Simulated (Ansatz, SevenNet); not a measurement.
# hcp Ti, lattice parameter c

Reference value: 4.683 Å (measured, 293 K, no zero-point or thermal correction; as tabulated in Wikipedia's data pages).

```tsv
level (code)	value (Å)	difference (%)
SevenNet-0 (SevenNet)	4.697	+0.30
LDA (Ansatz)	4.534	-3.18
PBE (Ansatz)	4.650	-0.70
PBEsol (Ansatz)	4.590	-1.99
PBE-D3(BJ) (Ansatz)	4.577	-2.26
PBE-D4 (Ansatz)	4.629	-1.15
r²SCAN (Ansatz)	4.638	-0.96
r²SCAN-D4 (Ansatz)	4.633	-1.07
r²SCAN+rVV10 (Ansatz)	4.630	-1.13
HSE06 (Ansatz)	4.643	-0.85
PBE0 (Ansatz)	4.649	-0.73
```

The reference is not for a static lattice or low temperature, so close values are not ranked against it. Off by more than 1.75 % (a bound picked here): LDA (-3.18 %), PBEsol (-1.99 %), PBE-D3(BJ) (-2.26 %).

The reference has no zero-point or thermal correction, while the calculations are for a static lattice, so the differences are not the levels' errors alone. A static lattice is as a rule a little smaller than the measured one.  Cutoffs and k meshes differ between the levels. Ansatz's density-functional and Hartree–Fock values are scalar-relativistic unless marked +SOC, with PAW data made under PBE.

Machine-learned potentials (SevenNet-0) are trained on DFT data, which may include these solids.

Differences are worked out from the printed values.

Ansatz is a program for electronic structure.
